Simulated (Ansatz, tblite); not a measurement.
Removing and adding an electron: Mg2H2. Total charge 0; singlet. Geometry: PBE-D4/def2-TZVP. Ansatz, gas phase; energy differences of separate SCF runs; the oxidised species was run as a doublet alone; the reduced species was run as a doublet alone.

```
atom   x (Å)   y (Å)   z (Å)
 Mg1  -0.995   0.807   0.663
 Mg2   0.992  -0.808  -0.666
  H3  -2.187   1.779   1.464
  H4   2.189  -1.778  -1.462
```

The xTB rows come from tblite. Correlated methods freeze 2 core orbitals; core or outer-core shells of Mg are correlated, in sets that lack core-valence functions. The structure comes from a short search, and lower isomers may exist.

**Question.** Estimate orbital energies and vertical ionisation energies and electron affinities at: GFN1-xTB; GFN2-xTB; HF/def2-TZVPD; HF/def2-TZVPP; PBE-D4/def2-TZVP; PBE-D4/def2-TZVPD; r2SCAN-D4/def2-TZVP; r2SCAN-D4/def2-TZVPD; PBE0-D4/def2-TZVP; PBE0-D4/def2-TZVPD; MP2/def2-TZVPD; MP2/def2-TZVPP; CCSD/def2-TZVPD; CCSD/def2-TZVPP; CCSD(T)/def2-TZVPD; CCSD(T)/def2-TZVPP.

**Answer.** 
```
               level  −HOMO (eV)  vertical IE (eV)  −LUMO (eV)  vertical EA (eV)  HOMO–LUMO gap (eV)  IE − EA (eV)                       remarks
            GFN1-xTB       10.12             13.29        6.25              3.19                3.87         10.10                             –
            GFN2-xTB        7.97             11.00        5.05              2.60                2.91          8.40                             –
       HF/def2-TZVPD           –                 –           –             -0.04                   –             –                             –
       HF/def2-TZVPP           –              6.89           –                 –                   –             –                             –
    PBE-D4/def2-TZVP        4.83              7.41        2.20                 –                2.63             –                             –
   PBE-D4/def2-TZVPD        4.84                 –        2.23              0.51                2.60             –  HOMO above zero (-1 doublet)
 r2SCAN-D4/def2-TZVP        5.00              7.41        2.02                 –                2.98             –                             –
r2SCAN-D4/def2-TZVPD        5.00                 –        2.04              0.53                2.96             –  HOMO above zero (-1 doublet)
   PBE0-D4/def2-TZVP        5.69              7.54        1.60                 –                4.09             –                             –
  PBE0-D4/def2-TZVPD        5.69                 –        1.66              0.49                4.04             –  HOMO above zero (-1 doublet)
      MP2/def2-TZVPD           –                 –           –              0.18                   –             –                             –
      MP2/def2-TZVPP           –              7.50           –                 –                   –             –                             –
     CCSD/def2-TZVPD           –                 –           –              0.25                   –             –                             –
     CCSD/def2-TZVPP           –              7.56           –                 –                   –             –                             –
  CCSD(T)/def2-TZVPD           –                 –           –              0.29                   –             –                             –
  CCSD(T)/def2-TZVPP           –              7.58           –                 –                   –             –                             –
```

   A HOMO above zero means that the electron is unbound at that level or that self-interaction error raises the level; the energy of removing that electron tells which. Raw xTB energy differences between charge states are shifted by several eV; the methods need an empirical correction for them. A negative affinity means that the extra electron isn't bound; its size then hangs on the basis.
